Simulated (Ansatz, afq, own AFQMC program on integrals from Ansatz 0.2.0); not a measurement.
Integrals from Ansatz 0.2.0, then the random walk in our own AFQMC program (afq).

```yaml
crystal:
  periodic: [false, false, false]
  atoms:
    - {symbol: Br, position_ang: [-1.467100, 0.137400, -2.564500]}
basis:
  gaussian: {orbitals: def2-SVP}
magnetization: {spin_polarized: true, initial_magnetization: 1}
correlation: {method: ccsd_t, electrons: outside_noble_gas, hamiltonian_folder: ham}
```

```sh
$ ansatz run in.yaml --threads 1 --pin off --events-out ev --progress --plain --max-ram 24576MiB --backend cuda --devices 0, --max-vram 18GiB
```

Options of the walk:

```
--method free --trial cisd --walkers 4000 --time-step 0.03 --max-blocks 4000 --target-error 0.00019 --factor-cut 1e-05 --seed 986 --times 0,0.3,0.6,1.2,1.8,2.4,3.6,4.8,6 --taylor-order 8
```

Times are imaginary, in 1/Eh. The walk had a cap of 61 s. Filled inner d shells are frozen with the cores.

afq prints:

```
orbitals 18  electrons 4 3  factors 118 of 223
reference energy -2572.08220192 Eh
CCSD correlation -0.11228326 Eh in 7 cycles, weight of the determinant in the CISD state 0.9495
repeat  energy at the last time / Eh  error
    10  -2572.196182  0.000039
    20  -2572.196156  0.000028
    30  -2572.196168  0.000023
time / (1/Eh)  energy / Eh  error  mean overlap
  0.00  -2572.194496  0.000007  1.0532
  0.30  -2572.195625  0.000010  1.0527
  0.60  -2572.195947  0.000011  1.0526
  1.20  -2572.196137  0.000010  1.0516
  1.80  -2572.196167  0.000017  1.0506
  2.40  -2572.196167  0.000016  1.0514
  3.60  -2572.196169  0.000017  1.0514
  4.80  -2572.196168  0.000015  1.0515
  6.00  -2572.196168  0.000022  1.0512
energy -2572.196168 +/- 0.000022 Eh
```

The run passed its tests (error under three times the target), which doesn't prove that it has relaxed.

Against this walk (error 0.6 meV) on the same determinant: CCSD(T) 9.6 meV higher, CCSDT(Q) 0.8 meV higher (within the noise), CCSDTQ 0.5 meV higher (within the noise), full CI for this spin (own frozen core, lowest symmetry allowed) 2.8 meV higher. The error is statistical, and a free projection of finite length keeps a remainder of its start.

Cautions: remainder of the start not in the error; no relativity below Rb; no spin-orbit coupling; inner d shell frozen.

The walk took 15 s on 1 thread of a server CPU with a shared H100 80 GB, shared host (the card was shared). The log's last line is the free-projection energy.

CCSDT and higher add their correlation energy to the determinant of the CCSD(T) run, since their own runs factorise the integrals more tightly (a shift of under 2 meV). A walk keeps the symmetry of its determinant, which the program's search chose and which needn't be the lowest solution, so a lower state of the same spin and another symmetry isn't excluded.
